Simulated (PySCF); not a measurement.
Isomers of C5H8O, one conformer each; single-point electronic energies without zero-point terms and without any empirical dispersion term.

Computed with PySCF at wB97X-D/pcSseg-2, non-relativistic, each on one gas-phase PBE0-D3(BJ)/def2-TZVP geometry that isn't relaxed in the solvent. The solvent is an IEF-PCM continuum (cavity from Bondi-type radii × 1.2). Only the electrostatic response of the medium enters.

```json
{"isomer": "`C(C)(=O)/C=C/C`", "relative energy, gas (kJ/mol)": "0.0", "dipole (D)": "3.14"}
{"isomer": "`C=CC(=O)CC`", "relative energy, gas (kJ/mol)": "18.0", "dipole (D)": "2.73"}
{"isomer": "`CC(=O)C1CC1`", "relative energy, gas (kJ/mol)": "22.6", "dipole (D)": "3.01"}
```

**Question.** How do the relative energies look in chloroform (ε = 4.711)?

**Answer.** 
| isomer | relative energy, solvent (kJ/mol) | E(solvent) − E(gas) (kJ/mol) | dipole in solvent (D) |
| --- | --- | --- | --- |
| `C(C)(=O)/C=C/C` | 0.0 | -18.0 | 3.90 |
| `C=CC(=O)CC` | 19.9 | -16.1 | 3.48 |
| `CC(=O)C1CC1` | 23.9 | -16.7 | 3.77 |

The order is unchanged. Conformers: `[CH3:1]/[CH:2]=[CH:3]/[C:4]([CH3:5])=[O:6]` with C2–C3–C4–C5 -179°; `[CH2:1]=[CH:2][C:3](=[O:4])[CH2:5][CH3:6]` with C1–C2–C3–O4 -3°, C2–C3–C5–C6 180°; `[CH3:1][C:2](=[O:3])[CH:4]1[CH2:5][CH2:6]1` with C1–C2–C4–C5 -142°. `C(C)(=O)/C=C/C` gains most from the continuum, and it has the largest gas-phase dipole. The gains span 1.9 kJ/mol, the gas-phase energies 22.6 kJ/mol.
